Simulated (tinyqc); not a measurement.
Inside a calculation. Method: FCI on RHF in the sto-3g basis, for OH-, spin multiplicity 1. The basis has no diffuse functions, so it cannot describe the extra electron: this is an exercise in the method, not the real anion. One step of it, computed by the program tinyqc.

Problem. FCI: roots. Diagonalise (each vector has its largest component positive (the first on a tie)); all determinants have Ms = 0, so triplets appear too. The lowest singlet root is the correlation energy.

Occupation strings over the orbitals (2 doubly, a alpha, b beta, 0 empty; spin orbitals ordered 1a 1b 2a 2b ...): 222220 22a22b 2a222b a2222b 22b22a 2b222a b2222a 222202 222022 220222 2ab222 a2b222 2ba222 202222 ab2222 b2a222 ba2222 022222

H - E(HF) between determinants (hartree):
```
           222220     22a22b     2a222b     a2222b     22b22a     2b222a     b2222a     222202
222220   0.000000   0.000000   0.000000   0.000000   0.000000   0.000000   0.000000   0.038950
22a22b   0.000000   0.719426   0.004846  -0.027926  -0.149672  -0.046779   0.010697   0.004707
2a222b   0.000000   0.004846   1.314533   0.027375  -0.046779  -0.110017  -0.017055   0.045221
a2222b   0.000000  -0.027926   0.027375  19.740677   0.010697  -0.017055  -0.031693   0.011556
22b22a   0.000000  -0.149672  -0.046779   0.010697   0.719426   0.004846  -0.027926  -0.004707
2b222a   0.000000  -0.046779  -0.110017  -0.017055   0.004846   1.314533   0.027375  -0.045221
b2222a   0.000000   0.010697  -0.017055  -0.031693  -0.027926   0.027375  19.740677  -0.011556
222202   0.038950   0.004707   0.045221   0.011556  -0.004707  -0.045221  -0.011556   1.094117
222022   0.038950   0.004707   0.045221   0.011556  -0.004707  -0.045221  -0.011556   0.047444
220222   0.149672   0.047399  -0.116350  -0.004483  -0.047399   0.116350   0.004483   0.051883
2ab222  -0.046779   0.116350  -0.050459   0.004409  -0.069582   0.009958   0.017683   0.055485
a2b222   0.010697   0.004483   0.004409  -0.228391  -0.026397   0.023489   0.001674   0.015303
2ba222   0.046779  -0.069582   0.009958   0.017683   0.116350  -0.050459   0.004409  -0.055485
202222   0.110017   0.009958   0.027671  -0.004662  -0.009958  -0.027671   0.004662   0.142966
ab2222  -0.017055  -0.017683   0.004662  -0.156652   0.023489  -0.007870   0.026940  -0.032369
b2a222  -0.010697  -0.026397   0.023489   0.001674   0.004483   0.004409  -0.228391  -0.015303
ba2222   0.017055   0.023489  -0.007870   0.026940  -0.017683   0.004662  -0.156652   0.032369
022222   0.031693   0.001674   0.026940  -0.186303  -0.001674  -0.026940   0.186303   0.026044

           222022     220222     2ab222     a2b222     2ba222     202222     ab2222     b2a222
222220   0.038950   0.149672  -0.046779   0.010697   0.046779   0.110017  -0.017055  -0.010697
22a22b   0.004707   0.047399   0.116350   0.004483  -0.069582   0.009958  -0.017683  -0.026397
2a222b   0.045221  -0.116350  -0.050459   0.004409   0.009958   0.027671   0.004662   0.023489
a2222b   0.011556  -0.004483   0.004409  -0.228391   0.017683  -0.004662  -0.156652   0.001674
22b22a  -0.004707  -0.047399  -0.069582  -0.026397   0.116350  -0.009958   0.023489   0.004483
2b222a  -0.045221   0.116350   0.009958   0.023489  -0.050459  -0.027671  -0.007870   0.004409
b2222a  -0.011556   0.004483   0.017683   0.001674   0.004409   0.004662   0.026940  -0.228391
222202   0.047444   0.051883   0.055485   0.015303  -0.055485   0.142966  -0.032369  -0.015303
222022   1.094117   0.051883   0.055485   0.015303  -0.055485   0.142966  -0.032369  -0.015303
220222   0.051883   1.553609   0.080048   0.048802  -0.080048   0.150092  -0.011107  -0.048802
2ab222   0.055485   0.080048   2.075128   0.027557  -0.150092   0.044941   0.009472  -0.011107
a2b222   0.015303   0.048802   0.027557  20.461720  -0.011107  -0.009472  -0.222582  -0.024426
2ba222  -0.055485  -0.080048  -0.150092  -0.011107   2.075128  -0.044941   0.030755   0.027557
202222   0.142966   0.150092   0.044941  -0.009472  -0.044941   2.704095  -0.023872   0.009472
ab2222  -0.032369  -0.011107   0.009472  -0.222582   0.030755  -0.023872  21.143070   0.027887
b2a222  -0.015303  -0.048802  -0.011107  -0.024426   0.027557   0.009472   0.027887  20.461720
ba2222   0.032369   0.011107   0.030755   0.027887   0.009472   0.023872  -0.058265  -0.222582
022222   0.026044   0.024426   0.027887  -0.167212  -0.027887   0.058265   0.381196   0.167212

           ba2222     022222
222220   0.017055   0.031693
22a22b   0.023489   0.001674
2a222b  -0.007870   0.026940
a2222b   0.026940  -0.186303
22b22a  -0.017683  -0.001674
2b222a   0.004662  -0.026940
b2222a  -0.156652   0.186303
222202   0.032369   0.026044
222022   0.032369   0.026044
220222   0.011107   0.024426
2ab222   0.030755   0.027887
a2b222   0.027887  -0.167212
2ba222   0.009472  -0.027887
202222   0.023872   0.058265
ab2222  -0.058265   0.381196
b2a222  -0.222582   0.167212
ba2222  21.143070  -0.381196
022222  -0.381196  43.060047
```

Give: lowest roots of this matrix, relative to E(HF); lowest vectors; <S^2> of these roots; weight of the ground state by excitation level 0, 1, 2, ....

Solution.

lowest roots of this matrix, relative to E(HF) (hartree): -0.0222  0.5655  0.8292  1.0467  1.0707  1.2046  1.3553  1.6422

lowest vectors:
```
         root 1   root 2   root 3   root 4
222220   0.9937   0.0000  -0.0034   0.0000
22a22b   0.0005   0.7053   0.6867   0.0000
2a222b  -0.0041   0.0448  -0.0997   0.0000
a2222b   0.0000   0.0006   0.0015   0.0000
22b22a  -0.0005   0.7053  -0.6867   0.0000
2b222a   0.0041   0.0448   0.0997   0.0000
b2222a   0.0000   0.0006  -0.0015   0.0000
222202  -0.0272   0.0000   0.0605   0.7071
222022  -0.0272   0.0000   0.0605  -0.7071
220222  -0.0927   0.0000  -0.1088   0.0000
2ab222   0.0259  -0.0229  -0.0944   0.0000
a2b222  -0.0003   0.0007  -0.0008   0.0000
2ba222  -0.0259  -0.0229   0.0944   0.0000
202222  -0.0329   0.0000  -0.0001   0.0000
ab2222   0.0007  -0.0001   0.0015   0.0000
b2a222   0.0003   0.0007   0.0008   0.0000
ba2222  -0.0007  -0.0001  -0.0015   0.0000
022222  -0.0006   0.0000   0.0002   0.0000
```

<S^2> of these roots: 0.0000  2.0000  0.0000  0.0000  0.0000  2.0000  0.0000  0.0000

weight of the ground state by excitation level 0, 1, 2, ...: 0.9875  0.0000  0.0125
